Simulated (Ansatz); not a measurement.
in.yaml

```yaml
crystal:
  periodic: [false, false, false]
  atoms:
    - {symbol: Ga, position_ang: [0.000000, -0.040877, 0.709707]}
    - {symbol: N, position_ang: [0.000000, 0.089387, -1.254874]}
    - {symbol: N, position_ang: [0.000000, 0.011680, -2.370926]}
    - {symbol: H, position_ang: [0.000000, 1.423157, 1.292326]}
basis:
  gaussian: {orbitals: cc-pVTZ}
magnetization: {spin_polarized: true, initial_magnetization: 4}
hamiltonian: {xc: {name: PBE}}
output: {orbitals: {seedname: orbitals}}
```

```sh
$ ansatz run in.yaml --threads 2 --pin off --events-out ev --progress --plain --max-ram 24576MiB --backend cuda --devices 0, --max-vram 18GiB
```

Log:

```
773 factors; their error is unknown
mean field evaluation 1: about -55335.9314 eV, gradient 6.0e1 eV
mean field evaluation 2: about -54950.4758 eV, gradient 1.8e2 eV
mean field evaluation 4: about -55325.2623 eV, gradient 6.2e1 eV
mean field evaluation 8: about -55354.9505 eV, gradient 2.0e1 eV
mean field evaluation 16: about -55356.4340 eV, gradient 2.2e-5 eV
mean field evaluation 32: about -55354.9910 eV, gradient 1.8e-1 eV
mean field evaluation 64: about -55355.0490 eV, gradient 7.1e-1 eV
mean field evaluation 96: about -55353.8112 eV, gradient 4.6e0 eV
mean field -55356.43395568 eV, -2034.3114259326 hartree, gradient 2.2e-5 eV, S^2 6.006391; 12 other end points of the search recorded, 0 dependent functions left out
reference -55356.43399362 eV, -2034.3114273270 hartree; 25, 21 occupied and 92, 96 virtual orbitals, 773 factors
Total energy: -55356.43399362 eV, -2034.3114273270 hartree
```

Ran on 2 threads of AMD EPYC 7R13 with a shared H100 80 GB, shared host: 4.9 s wall, 0.78 GiB peak host memory.
